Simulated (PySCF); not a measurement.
Molecule: tetrahydropyran (C1CCCCO1, C$_{5}$H$_{10}$O).

Bonds (- single, = double, # triple, : aromatic): C1-C2, C2-C3, C3-O4, O4-C5, C5-C6, C6-C1. C1 carries H7, H8; C2 carries H9, H10; C3 carries H11, H12; C5 carries H13, H14; C6 carries H15, H16.

Frames of a GFN2-xTB Langevin trajectory at 200 K; GIAO PBE0/pcSseg-1 shieldings in PySCF 2.14, gas phase, non-relativistic; equivalent atoms averaged within each frame.

References, each an isolated molecule treated in the same way: TMS for ¹³C (186.93 ppm) and ¹H (31.72 ppm); ¹⁷O (336.08 ppm) against H2O. The references are static minima.

Question: How do the shifts (ppm) fluctuate along the trajectory?

Answer: 
| time (fs) | C3/C5 | C2/C6 | C1 | O4 | H11/H12/H13/H14 | H9/H10/H15/H16 | H7/H8 |
| --- | --- | --- | --- | --- | --- | --- | --- |
| optimised geometry | 72.2 | 30.5 | 27.6 | 52.8 | 3.76 | 1.43 | 1.58 |
| 250 | 73.1 | 32.6 | 26.4 | 56.0 | 3.63 | 2.31 | 1.68 |
| 425 | 71.3 | 29.1 | 31.0 | 42.7 | 4.12 | 1.29 | 2.12 |
| 625 | 71.2 | 29.5 | 26.6 | 47.9 | 4.06 | 1.53 | 2.30 |
| 800 | 76.9 | 32.4 | 24.3 | 61.8 | 4.38 | 1.67 | 1.58 |
| 1000 | 75.2 | 30.6 | 33.4 | 65.7 | 4.32 | 1.22 | 2.42 |
| mean of frames | 73.5 | 30.8 | 28.3 | 54.8 | 4.10 | 1.60 | 2.02 |
| standard deviation | 2.5 | 1.6 | 3.7 | 9.5 | 0.30 | 0.43 | 0.37 |

5 frames give an uncertainty of the mean of about the standard deviation over 2.2 at best, since frames this close in time may not be independent; classical motion lacks zero-point vibration, and the reference would need the same averaging.
